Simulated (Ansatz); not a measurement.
# B2H5N: the cost of one run

Method: RKS PBE-D4/def2-SVP, in Ansatz 0.2.0.

**1. The starting structure**

Bond lengths: B1–N2 1.484 Å, N2–B3 1.505 Å, B1–H4 1.137 Å, B1–H5 1.215 Å, N2–H6 1.061 Å, B3–H7 1.242 Å, B3–H8 1.138 Å. Angles: B1–N2–B3 104.6°, B1–N2–H6 106.7°, B3–N2–H6 108.2°, N2–B1–H4 122.5°, N2–B1–H5 122.1°, H4–B1–H5 115.3°, N2–B3–H7 119.5°, N2–B3–H8 124.0°, H7–B3–H8 116.5°.

Structure file:

```xyz
8

B    -0.7808    0.5932   -0.6566
N    -0.1967    0.3592    0.6869
B     0.6213   -0.8944    0.5329
H    -1.5922   -0.0718   -1.0946
H    -0.4626    1.5445   -1.3421
H     0.4667    1.1658    0.8756
H     1.8612   -0.8237    0.5627
H     0.1752   -1.9300    0.3793
```

**2. End point A**

File input.yaml:

```yaml
crystal:
  periodic: [false, false, false]
  atoms:
    - { symbol: B, position_ang: [-0.7808, 0.5932, -0.6566] }
    - { symbol: "N", position_ang: [-0.1967, 0.3592, 0.6869] }
    - { symbol: B, position_ang: [0.6213, -0.8944, 0.5329] }
    - { symbol: H, position_ang: [-1.5922, -0.0718, -1.0946] }
    - { symbol: H, position_ang: [-0.4626, 1.5445, -1.3421] }
    - { symbol: H, position_ang: [0.4667, 1.1658, 0.8756] }
    - { symbol: H, position_ang: [1.8612, -0.8237, 0.5627] }
    - { symbol: H, position_ang: [0.1752, -1.93, 0.3793] }
basis:
  gaussian: { orbitals: def2-SVP }
hamiltonian:
  xc: pbe
  dispersion: d4
relax:
  f_tol: 0.02
  max_steps: 50
output:
  orbitals: {}
```

The run is started by

```sh
ansatz run input.yaml --threads 1 --pin off --max-ram 2048MiB --backend cpu --events-out ev --progress --plain --runs-dir out
```

Q: Estimate wall time and peak memory on 1 thread of an Arm CPU, shared host.

About 11 s, with a peak of 0.11 GiB.
